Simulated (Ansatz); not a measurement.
Results of rVV10 (Ansatz, a program for electronic structure, PAW) for zinc-blende BeTe.

Run with plane-wave cutoff 520 eV, 10×10×10 k mesh, Fermi–Dirac smearing 0.01 eV, scalar-relativistic PAW data made under PBE.

Equation-of-state points:

| V (Å³/atom) | E − E_lowest (meV/atom) | P (GPa) |
|---|---|---|
| 21.577 | 16.22 | 3.97 |
| 22.036 | 6.97 | 2.51 |
| 22.495 | 1.69 | 1.20 |
| 22.954 | 0.00 | 0.00 |
| 23.413 | 1.56 | -1.07 |
| 23.872 | 6.05 | -2.05 |
| 24.332 | 13.20 | -2.93 |

### Question
Estimate the bulk modulus from the pressures at 22.495 and 23.413 Å³/atom, and compare it with a fit to all energies.

### Answer
B = −V dP/dV. Between V = 22.495 and 23.413 Å³/atom, dP/dV = (-1.07 − (1.20))/(23.413 − 22.495) = -2.47 GPa per Å³/atom; at the midpoint 22.954 Å³/atom this gives B ≈ 56.8 GPa. The third-order Birch–Murnaghan fit gives V0 = 22.956 Å³/atom, B0 = 56.6 GPa, B′ = 4.0, which lies within 1 % of that estimate.

Measured, for comparison: bulk modulus 67 GPa (room temperature, not corrected to a static lattice; as tabulated in Elmahjoubi et al. (2023), arXiv:2303.01780); equilibrium volume per atom 22.26 Å³/atom (temperature not stated, not corrected to a static lattice; as tabulated in Bernardini et al. (2000), arXiv:cond-mat/0007180). Computed (rounded) less measured: bulk modulus -16 %, equilibrium volume per atom +3.1 %.

Spin–orbit coupling is not included.
